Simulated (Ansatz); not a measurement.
# Worked example: correlation energy of NO⁺, singlet

Geometry: that of the NO⁺, triplet, kept fixed.

```xyz
2

N     0.0000    0.0000    0.0000
O     0.0000    0.0000    1.2679
```

Basis 6-31G; Ansatz 0.2.0. Correlated methods freeze the noble-gas cores, which leaves 10 electrons in 16 orbitals. R marks a restricted (for open shells ROHF) determinant.

Full CI is exact within this basis and frozen core; it isn't the basis-set limit.

RCCSD has a T1 diagnostic of 0.038 and a largest doubles amplitude of 0.16.

Runs differ by some tens of microhartree through their thresholds, so steps under 0.03 kcal/mol mean nothing.

```csv
level,total energy (hartree)
RHF,-128.698870
RMP2,-129.063827
RCCSD*,-129.006252
RCCSD(T)*,-129.026147
RCCSDT,-129.025718
RCCSDT(Q),-129.030289
RCCSDTQ,-129.029018
full CI,-129.030164
```

Q: What is the correlation energy at full CI, and what share of it do RMP2 and RCCSD(T) recover?

A: E(corr) = -129.030164 − (-128.698870) = -0.331294 hartree = -9.015 eV. RMP2: -0.364957 / -0.331294 = 110.16 %. RCCSD(T): -0.327277 / -0.331294 = 98.79 %.

Q: By how many kcal/mol does RCCSD(T) miss full CI (1 hartree = 627.509 kcal/mol), and which steps make up the rest?

A: -129.026147 − (-129.030164) = 0.004017 hartree = 2.52 kcal/mol. Steps: RCCSDT − RCCSD(T) = 0.27, RCCSDT(Q) − RCCSDT = -2.87, RCCSDTQ − RCCSDT(Q) = 0.80, full CI − RCCSDTQ = -0.72 kcal/mol. With more than one leading determinant such errors change with state and geometry, and needn't cancel in differences.

An asterisk marks runs whose energy the program itself flagged as in doubt.
